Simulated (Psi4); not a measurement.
Psi4 input (wB97X-D/6-31G*):

```
memory 1500 MB

molecule {
1 2
Si   -0.00000000   -0.00000000   -0.55023073
O     0.00000000    0.00000000    0.96290378
symmetry c1
no_reorient
no_com
}

set {
  basis 6-31G*
  reference uks
  scf_type pk
  dft_radial_points 99
  dft_spherical_points 590
  e_convergence 1e-8
  d_convergence 1e-7
  maxiter 150
}

e = energy('wb97x-d')
print_out(f'\nFINAL {e:.10f} DIPOLE {variable("CURRENT DIPOLE")[0]:.6f} {variable("CURRENT DIPOLE")[1]:.6f} {variable("CURRENT DIPOLE")[2]:.6f}\n')
```

Output:

```
   => Loading Basis Set <=

    Name: 6-31G*
    Role: ORBITAL
    Keyword: BASIS
    atoms 1 entry SI         line   268 file 6-31gs.gbs
    atoms 2 entry O          line   145 file 6-31gs.gbs

   => WB97X-D: Empirical Dispersion <=

    Chai and Head-Gordon Dispersion Correction
    Chai, J.-D.; Head-Gordon, M. (2010), J. Chem. Phys., 132: 6615-6620

        s6 =       1.000000

         ---------------------------------------------------------
                                   SCF
               by Justin Turney, Rob Parrish, Andy Simmonett
                          and Daniel G. A. Smith
                              UKS Reference
         ---------------------------------------------------------

  ==> Geometry <==

    Molecular point group: c1
    Full point group: C_inf_v

    Geometry (in Angstrom), charge = 1, multiplicity = 2:

       Center              X                  Y                   Z               Mass
    ------------   -----------------  -----------------  -----------------  -----------------
         SI           0.000000000000     0.000000000000    -0.550230730000    27.976926534650
         O            0.000000000000     0.000000000000     0.962903780000    15.994914619570

  Running in c1 symmetry.

  Rotational constants: A = ************  B =      0.72349  C =      0.72349 [cm^-1]
  Rotational constants: A = ************  B =  21689.76381  C =  21689.76381 [MHz]
  Nuclear repulsion =   39.168921998243235

  Charge       = 1
  Multiplicity = 2
  Electrons    = 21
  Nalpha       = 11
  Nbeta        = 10

  ==> Algorithm <==

  SCF Algorithm Type is PK.
  DIIS enabled.
  MOM disabled.
  Fractional occupation disabled.
  Guess Type is SAD.
  Energy threshold   = 1.00e-08
  Density threshold  = 1.00e-07
  Integral threshold = 1.00e-12

  ==> Primary Basis <==

  Basis Set: 6-31G*
    Blend: 6-31G*
    Number of shells: 14
    Number of basis functions: 34
    Number of Cartesian functions: 34
    Spherical Harmonics?: false
    Max angular momentum: 2

  ==> DFT Potential <==

   => LibXC <=

    Version 7.1.2
    S. Lehtola, C. Steigemann, M. J. T. Oliveira, and M. A. L. Marques,  SoftwareX 7, 1–5 (2018) (10.1016/j.softx.2017.11.002)

   => Composite Functional: WB97X-D <=

    wB97X-D Hyb-GGA Exchange-Correlation Functional

    J.-D. Chai and M. Head-Gordon,  Phys. Chem. Chem. Phys. 10, 6615–6620 (2008) (10.1039/B810189B)

    Deriv               =              1
    GGA                 =           TRUE
    Meta                =          FALSE

    Exchange Hybrid     =           TRUE
    MP2 Hybrid          =          FALSE

   => Exchange-Correlation Functionals <=

    1.0000   wB97X-D range-separated functional

   => Exact (HF) Exchange <=

    0.7780            HF,LR [omega = 0.2000]
    0.2220               HF

   => LibXC Density Thresholds  <==

    XC_HYB_GGA_XC_WB97X_D:  1.00E-14

   => Molecular Quadrature <=

    Radial Scheme          =       TREUTLER
    Pruning Scheme         =           NONE
    Nuclear Scheme         =       TREUTLER

    Blocking Scheme        =         OCTREE
    BS radius alpha        =              1
    Pruning alpha          =              1
    Radial Points          =             99
    Spherical Points       =            590
    Total Points           =         110893
    Total Blocks           =            903
    Max Points             =            256
    Max Functions          =             34
    Weights Tolerance      =       1.00E-15

  ==> Integral Setup <==

  Using in-core PK algorithm.
   Calculation information:
      Number of atoms:                   2
      Number of AO shells:              14
      Number of primitives:             42
      Number of atomic orbitals:        34
      Number of basis functions:        34

      Integral cutoff                 1.00e-12
      Number of threads:                 1

  Performing in-core PK
  Using 531930 doubles for integral storage.
  We computed 5460 shell quartets total.
  Whereas there are 5565 unique shell quartets.

  Computing range-separated integrals for PK
  We computed 5460 wK shell quartets total.
  Whereas there are 5565 wK unique shell quartets.

  ==> DiskJK: Disk-Based J/K Matrices <==

    J tasked:                  Yes
    K tasked:                  Yes
    wK tasked:                 Yes
    Omega:               2.000E-01
    Schwarz Cutoff:          1E-12


  Cached 100.0% of DFT collocation blocks in 0.098 [GiB].

  Minimum eigenvalue in the overlap matrix is 9.4912437022E-03.
  Reciprocal condition number of the overlap matrix is 1.9369932515E-03.
    Using symmetric orthogonalization.

  ==> Pre-Iterations <==

  SCF Guess: Superposition of Atomic Densities via on-the-fly atomic UHF (no occupation information).

   -------------------------
    Irrep   Nso     Nmo
   -------------------------
     A         34      34
   -------------------------
    Total      34      34
   -------------------------

  ==> Iterations <==

                        Total Energy        Delta E     RMS |[F,P]|

   @UKS iter SAD:  -363.89745004531585   -3.63897e+02   0.00000e+00
   @UKS iter   1:  -363.96528577421316   -6.78357e-02   2.11866e-02 DIIS/ADIIS
   @UKS iter   2:  -362.09020702590021    1.87508e+00   5.97829e-02 DIIS/ADIIS
   @UKS iter   3:  -364.18121270423370   -2.09101e+00   1.13783e-02 DIIS/ADIIS
   @UKS iter   4:  -364.23723390150013   -5.60212e-02   2.19903e-03 DIIS/ADIIS
   @UKS iter   5:  -364.24111281156155   -3.87891e-03   6.34548e-04 DIIS/ADIIS
   @UKS iter   6:  -364.24244814977766   -1.33534e-03   3.92034e-04 DIIS/ADIIS
   @UKS iter   7:  -364.24322601414832   -7.77864e-04   1.39343e-04 DIIS/ADIIS
   @UKS iter   8:  -364.24326832994416   -4.23158e-05   3.05848e-05 DIIS
   @UKS iter   9:  -364.24327195604042   -3.62610e-06   2.24260e-05 DIIS
   @UKS iter  10:  -364.24327297904603   -1.02301e-06   4.97886e-06 DIIS
   @UKS iter  11:  -364.24327306411186   -8.50658e-08   1.55090e-06 DIIS
   @UKS iter  12:  -364.24327306718357   -3.07170e-09   2.43244e-07 DIIS
   @UKS iter  13:  -364.24327306731675   -1.33184e-10   5.73653e-08 DIIS
  Energy and wave function converged.

  ==> Post-Iterations <==

   Electrons on quadrature grid:
      Nalpha   =   11.0000000259 ; deviation = 2.587e-08
      Nbeta    =   10.0000000285 ; deviation = 2.847e-08
      Ntotal   =   21.0000000543 ; deviation = 5.434e-08

   @Spin Contamination Metric:   1.086156851E-02
   @S^2 Expected:                7.500000000E-01
   @S^2 Observed:                7.608615685E-01
   @S   Expected:                5.000000000E-01
   @S   Observed:                5.000000000E-01

    Orbital Energies [Eh]
    ---------------------

    Alpha Occupied:

       1A    -66.704077     2A    -19.625254     3A     -5.809319
       4A     -4.154094     5A     -4.153173     6A     -4.153173
       7A     -1.395625     8A     -0.877923     9A     -0.742871
      10A     -0.742871    11A     -0.741473

    Alpha Virtual:

      12A     -0.290302    13A     -0.290302    14A     -0.148433
      15A      0.012927    16A      0.078447    17A      0.078447
      18A      0.168576    19A      0.328347    20A      0.328348
      21A      0.380315    22A      0.380315    23A      0.648363
      24A      0.793760    25A      0.793760    26A      0.883637
      27A      0.996479    28A      1.597407    29A      1.597409
      30A      1.798000    31A      1.798000    32A      2.461497
      33A      2.661242    34A      3.348323

    Beta Occupied:

       1A    -66.701771     2A    -19.611557     3A     -5.806673
       4A     -4.151833     5A     -4.151833     6A     -4.146895
       7A     -1.353842     8A     -0.796421     9A     -0.725925
      10A     -0.725925

    Beta Virtual:

      11A     -0.456393    12A     -0.271074    13A     -0.271074
      14A     -0.127719    15A      0.021078    16A      0.081871
      17A      0.081871    18A      0.195289    19A      0.338996
      20A      0.338997    21A      0.406097    22A      0.406097
      23A      0.667974    24A      0.806051    25A      0.806051
      26A      0.932174    27A      1.013248    28A      1.605689
      29A      1.605690    30A      1.830828    31A      1.830828
      32A      2.495180    33A      2.675413    34A      3.372199

    Final Occupation by Irrep:
              A
    DOCC [    10 ]
    SOCC [     1 ]
    NA   [    11 ]
    NB   [    10 ]

  @UKS Final Energy:  -364.24327306731675

   => Energetics <=

    Nuclear Repulsion Energy =             39.1689219982432348
    One-Electron Energy =                -575.0886898688922884
    Two-Electron Energy =                 192.7058227695026460
    DFT Exchange-Correlation Energy =     -21.0293250702522663
    Empirical Dispersion Energy =          -0.0000028959181130
    VV10 Nonlocal Energy =                  0.0000000000000000
    Total Energy =                       -364.2432730673166930

  UHF NO Occupations:
  HONO-2 :    9  A 1.9995148
  HONO-1 :   10  A 1.9956526
  HONO-0 :   11  A 1.0000000
  LUNO+0 :   12  A 0.0043474
  LUNO+1 :   13  A 0.0004852
  LUNO+2 :   14  A 0.0004852
  LUNO+3 :   15  A 0.0001214

Computation Completed

Properties will be evaluated at   0.000000,   0.000000,   0.000000 [a0]

Properties computed using the SCF density matrix

 Multipole Moments:

 ------------------------------------------------------------------------------------
     Multipole            Electronic (a.u.)      Nuclear  (a.u.)        Total (a.u.)
 ------------------------------------------------------------------------------------

 L = 1.  Multiply by 2.5417464519 to convert [e a0] to [Debye]
 Dipole X            :         -0.0000000            0.0000000           -0.0000000
 Dipole Y            :         -0.0000000            0.0000000           -0.0000000
 Dipole Z            :         -1.7108132            0.0000000           -1.7108131
 Magnitude           :                                                    1.7108131

 ------------------------------------------------------------------------------------

FINAL -364.2432730673 DIPOLE -0.000000 -0.000000 -1.710813

*** Psi4 exiting successfully. Buy a developer a beer!
```

The dipole moment of an ion depends on the origin.

The geometry given is a B3LYP-D3(BJ)/def2-TZVP minimum of the species of charge 0 and multiplicity 1, not of this state.
